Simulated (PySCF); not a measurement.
## Structure from NMR data

An unknown has the formula C5H10O. Its calculated NMR data are:

1H NMR (600 MHz, computed): δ 6.15 (m, 1H), 5.62 (m, 1H), 3.98 (d, 2H), 3.57 (s, 3H), 1.85 (d, 3H).

13C{1H} NMR (computed): δ 133.2 (CH), 131.9 (CH), 77.1 (CH2), 61.3 (CH3), 22.0 (CH3).

PySCF 2.14 calculation with GFN2-xTB structure and shielding tensors at PBE0/pcSseg-1 (GIAO); averaged over atoms made equivalent by symmetry, fast rotation or ring inversion, no solvent, a single conformation, non-relativistic.

Chemical shifts δ = σref − σ; 1H, 13C against TMS, all at this level.

Choose the structure that fits.
A. CCOC1CC1
B. C/C=C(\C)OC
C. C/C=C/COC
D. CO[C@@H]1C[C@@H]1C

Answers

C. 

- The formula gives 1 degree of unsaturation (no ring in the answer).
- 5 carbon signals for 5 carbons: no two carbons are equivalent.
- Carbon types of the structure: 2 × CH, 1 × CH2, 2 × CH3, which accounts for all hydrogens.
- δC 133.2, 131.9: alkene CH; the olefinic region.
- δC 77.1: allylic sp3 CH2 bonded to O; deshielded by the electronegative neighbour.
- δC 61.3: methyl carbon bonded to O; the inductive effect lowers its shielding.
- δH 6.15, 5.62: hydrogen on an alkene CH; attached to an sp2 carbon and in the plane of the double bond.
- δH 3.57: hydrogen on a methyl carbon bonded to O; its carbon carries O, hence the downfield position.

The others: CCOC1CC1 would give 4 carbon signals, not 5; C/C=C(\C)OC would give 4 signals for carbon-bound and other non-exchanging H, not 5; CO[C@@H]1C[C@@H]1C would give 6 signals for carbon-bound and other non-exchanging H, not 5.

Shifts are as computed. Against solution values, carbons near 30 ppm lie about +3 ppm off and those near 130 ppm about +5 ppm. Of 1211 compounds with measured shifts, 218 miss one by over three times the rms of a fit or turn the order of signals round; such compounds aren't used in these exercises. Multiplicities follow the n + 1 count of equivalent neighbours, as no J values were calculated; m marks all less simple cases, F and P coupling included.
